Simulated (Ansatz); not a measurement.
Input and output for `C=CC(=C)C`.

```yaml
crystal:
  periodic: [false, false, false]
  atoms:
    - {symbol: C, position_ang: [-2.142980, -0.217440, -0.521075]}
    - {symbol: C, position_ang: [-0.970907, 0.613486, 0.531526]}
    - {symbol: C, position_ang: [0.565983, 0.053616, 0.472417]}
    - {symbol: C, position_ang: [1.243168, 0.556851, 1.170410]}
    - {symbol: C, position_ang: [0.986567, -0.892571, -0.849486]}
    - {symbol: H, position_ang: [-2.875255, 0.233779, -0.097084]}
    - {symbol: H, position_ang: [-1.645347, -0.737697, -1.336595]}
    - {symbol: H, position_ang: [-1.190119, 1.463506, 1.181288]}
    - {symbol: H, position_ang: [1.071339, 1.343348, 1.821833]}
    - {symbol: H, position_ang: [2.486767, 0.530792, 1.092922]}
    - {symbol: H, position_ang: [1.508307, -1.033730, -0.785893]}
    - {symbol: H, position_ang: [0.432383, -0.412675, -1.692970]}
    - {symbol: H, position_ang: [0.266986, -1.583079, -0.820600]}
basis:
  gaussian: {orbitals: aug-cc-pVTZ, final_grid: {core_spheres: 20, valence_spheres: 16, degree: 47}}
magnetization: {spin_polarized: true, initial_magnetization: 2}
hamiltonian: {xc: {name: wB97X}}
output: {forces: true}
```

```sh
$ ansatz run in.yaml --threads 4 --pin off --events-out ev --progress --plain --max-ram 10444MiB
```

Shortened log:

```
Functional definition: wB97X
1497 factors; their error is unknown
637 factors; integrals over basis functions are off by at most 2.6e-5 eV
mean field evaluation 1: about -5275.4812 eV, gradient 5.1e1 eV
mean field evaluation 2: about -5281.2560 eV, gradient 3.6e1 eV
mean field evaluation 4: about -5286.8333 eV, gradient 2.1e0 eV
mean field evaluation 8: about -5286.8650 eV, gradient 8.8e-2 eV
mean field evaluation 16: about -5286.8319 eV, gradient 7.2e-3 eV
mean field -5286.83185818 eV, -194.2874872449 hartree, gradient 5.4e-5 eV, S^2 2.011658; 0 other end points of the search recorded, 0 dependent functions left out
reference -5286.83180999 eV, -194.2874854738 hartree; 20, 18 occupied and 394, 396 virtual orbitals, 1497 factors
Total energy: -5286.83180999 eV, -194.2874854738 hartree
Atom 0 at    -2.142980    -0.217440    -0.521075 Å, force     8.352348     0.066212     1.129319 eV/Å
Atom 1 at    -0.970907     0.613486     0.531526 Å, force     1.728099    -3.925822    -2.841887 eV/Å
Atom 2 at     0.565983     0.053616     0.472417 Å, force   -19.302939   -11.191344   -18.904360 eV/Å
Atom 3 at     1.243168     0.556851     1.170410 Å, force    21.871597    11.412362    15.383878 eV/Å
Atom 4 at     0.986567    -0.892571    -0.849486 Å, force  -120.783537    36.621939   -10.976013 eV/Å
Atom 5 at    -2.875255     0.233779    -0.097084 Å, force    -6.216862     1.764647     1.115632 eV/Å
Atom 6 at    -1.645347    -0.737697    -1.336595 Å, force    -1.227145     0.321932     0.033387 eV/Å
Atom 7 at    -1.190119     1.463506     1.181288 Å, force    -0.150035    -0.289116    -0.342770 eV/Å
Atom 8 at     1.071339     1.343348     1.821833 Å, force    -0.947504     1.099793     1.549295 eV/Å
Atom 9 at     2.486767     0.530792     1.092922 Å, force    -3.042538    -0.534623     0.165463 eV/Å
Atom 10 at     1.508307    -1.033730    -0.785893 Å, force   119.103670   -32.028523    12.663118 eV/Å
Atom 11 at     0.432383    -0.412675    -1.692970 Å, force     2.291826     0.488634     0.197177 eV/Å
Atom 12 at     0.266986    -1.583079    -0.820600 Å, force    -1.676979    -3.806092     0.827762 eV/Å
Dipole moment:    -0.054795     0.051993    -0.097673 e Å
```

Run time 54 s (4 threads of an Arm Neoverse V1 on a shared host); peak host memory 3 GiB.
